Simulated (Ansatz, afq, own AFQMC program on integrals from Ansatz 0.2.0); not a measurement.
AFQMC on a folder of integrals that Ansatz 0.2.0 wrote.

```yaml
crystal:
  periodic: [false, false, false]
  atoms:
    - {symbol: B, position_ang: [0.000000, 0.000000, 0.000000]}
    - {symbol: H, position_ang: [1.193377, 0.014556, -0.000258]}
    - {symbol: H, position_ang: [-0.609294, 1.026213, -0.002837]}
    - {symbol: H, position_ang: [-0.584082, -1.040768, 0.003095]}
basis:
  gaussian: {orbitals: cc-pVDZ}
magnetization: {spin_polarized: false}
correlation: {method: ccsd_t, electrons: outside_noble_gas, hamiltonian_folder: ham}
```

```sh
$ ansatz run in.yaml --threads 1 --pin off --events-out ev --progress --plain --max-ram 16896MiB --backend cuda --devices 0, --max-vram 18GiB
```

afq runs on the folder ham with

```
--method phaseless --trial cisd --walkers 4000 --populations 20 --least-time 60 --time-step 0.005 --steps-per-block 50 --equilibration-blocks 28 --max-blocks 4000 --target-error 0.00015 --factor-cut 1e-05 --seed 9646 --release-times 0.24,0.51,0.99,1.62,2.4 --release-step 0.03 --release-every 3 --taylor-order 6
```

Times are imaginary, in 1/Eh. The walk had a cap of 122 s. With eight or more populations the least sampling time is a fifth of least-time, and the error comes from their spread.

Output of the walk:

```
orbitals 28  electrons 3 3  factors 207 of 259
reference energy -26.39077278 Eh
CCSD correlation -0.11612221 Eh in 9 cycles, weight of the determinant in the CISD state 0.9438
energy of the start -26.506900 Eh
 block  time / (1/Eh)  mean weight  energy / Eh
     1     0.250  1.0001  -26.506327
     2     0.500  1.0000  -26.506745
     3     0.750  1.0000  -26.507336
     4     1.000  1.0002  -26.507692
     5     1.250  1.0002  -26.507992
    12     3.000  0.9999  -26.508867
    19     4.750  1.0000  -26.508849
    26     6.500  1.0002  -26.508821
    33     8.250  0.9999  -26.508773
    39     9.750  0.9999  -26.508579
    40    10.000  0.9998  -26.508715
    47    11.750  1.0001  -26.508796
    54    13.500  1.0001  -26.508773
    61    15.250  1.0001  -26.509086
    68    17.000  0.9999  -26.508954
    75    18.750  1.0000  -26.509035
    78    19.500  1.0000  -26.509122
error from the spread of 20 populations
released: time / (1/Eh)  energy / Eh  error  mean overlap
  0.24  -26.508869  0.000034  0.9979
  0.51  -26.508862  0.000023  0.9945
  0.99  -26.508812  0.000022  0.9949
  1.62  -26.508844  0.000025  0.9924
  2.40  -26.508813  0.000018  0.9898
energy -26.508828 +/- 0.000031 Eh
(rows thinned)
```

The run passed its tests (sampling time, drift between the halves within three errors, error under three times the target), which doesn't prove that it has relaxed. The second half of the sampling lies below the first by 2.6 errors of their difference, so the energy may still be moving and its error bar be too small.

Against this walk (error 0.8 meV) on the same determinant: CCSD(T) 11.4 meV higher, CCSDT(Q) 0.8 meV higher (within the noise), CCSDTQ 0.6 meV higher (within the noise), full CI 0.6 meV higher (within the noise). The error is statistical and leaves out the bias of the constraint. Released to 2.40 1/Eh the energy moves by 0.4 ± 1.0 meV (both errors), within twice the noise.

Cautions: constraint bias not in the error.

The walk took 18 s on 1 × NVIDIA H100 80GB HBM3 with 2 threads of AMD EPYC 7R13 Processor (Zen 3) (shared host) (the card was shared). The log's last line is the phaseless energy.

CCSDT and higher add their correlation energy to the determinant of the CCSD(T) run, since their own runs factorise the integrals more tightly (a shift of under 2 meV). A walk keeps the symmetry of its determinant, which the program's search chose and which needn't be the lowest solution, so a lower state of the same spin and another symmetry isn't excluded.
